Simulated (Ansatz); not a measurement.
Coupled-cluster run, C3H6F2O, SMILES `FCCOCF`.

```yaml
crystal:
  periodic: [false, false, false]
  atoms:
    - {symbol: F, position_ang: [-2.818638, -0.101057, -0.144125]}
    - {symbol: C, position_ang: [-1.599082, -0.722554, -0.312635]}
    - {symbol: C, position_ang: [-0.504521, 0.255610, 0.037478]}
    - {symbol: O, position_ang: [0.722995, -0.418801, -0.157565]}
    - {symbol: C, position_ang: [1.823104, 0.287951, 0.236622]}
    - {symbol: F, position_ang: [2.056890, 1.356815, -0.604494]}
    - {symbol: H, position_ang: [-1.561486, -1.599668, 0.339009]}
    - {symbol: H, position_ang: [-1.510908, -1.043680, -1.353815]}
    - {symbol: H, position_ang: [-0.603914, 0.575500, 1.083347]}
    - {symbol: H, position_ang: [-0.571556, 1.139777, -0.603969]}
    - {symbol: H, position_ang: [1.702698, 0.706540, 1.244975]}
    - {symbol: H, position_ang: [2.682420, -0.381534, 0.174471]}
basis:
  gaussian: {orbitals: def2-TZVPP}
correlation: {method: ccsd_t}
```

```sh
$ ansatz run in.yaml --threads 4 --pin off --events-out ev --progress --plain
```

Log, shortened:

```
Functional definition: HF
1664 factors; integrals over basis functions are off by at most 9.3e-4 eV
mean field evaluation 1: about -10636.0025 eV, gradient 3.7e1 eV
mean field evaluation 2: about -10636.3012 eV, gradient 3.8e1 eV
mean field evaluation 4: about -10639.2626 eV, gradient 4.4e0 eV
mean field evaluation 8: about -10639.3137 eV, gradient 1.8e-1 eV
mean field -10639.31379970 eV, -390.9875705531 hartree, gradient 2.2e-6 eV, S^2 0.000000; 0 other end points of the search recorded, 0 dependent functions left out
6 core orbitals not correlated: weight in the atoms' cores, before any rotation towards them, 1.000 or more for the frozen orbitals, at most 0.000 for the correlated occupied ones
reference -10639.31379970 eV, -390.9875705531 hartree; 19, 19 occupied and 245, 245 virtual orbitals, 1664 factors
second order -33.74346605 eV of doubles, -0.00000000 eV of singles
cycle   1  -33.77161203 eV  change   -2.8e-2 eV  update   1.1e-1
cycle   2  -34.49449784 eV  change   -7.2e-1 eV  update   3.2e-2
cycle   3  -34.65810253 eV  change   -1.6e-1 eV  update   1.5e-2
cycle   4  -34.64164317 eV  change    1.6e-2 eV  update   3.1e-3
cycle   5  -34.64064318 eV  change    1.0e-3 eV  update   1.4e-3
cycle   6  -34.64208219 eV  change   -1.4e-3 eV  update   4.8e-4
cycle   7  -34.64185176 eV  change    2.3e-4 eV  update   1.8e-4
cycle   8  -34.64171105 eV  change    1.4e-4 eV  update   5.7e-5
cycle   9  -34.64172546 eV  change   -1.4e-5 eV  update   1.9e-5
perturbative correction -1.18908301 eV, -0.0436979948 hartree
Total energy: -10675.14460818 eV, -392.3043284776 hartree
```

It took 6.9 min on 4 threads of a server CPU on a shared host, with 8 GiB of host memory at the peak.

Correlation energy per correlated electron: -0.943 eV. T1 diagnostic: 0.0112.
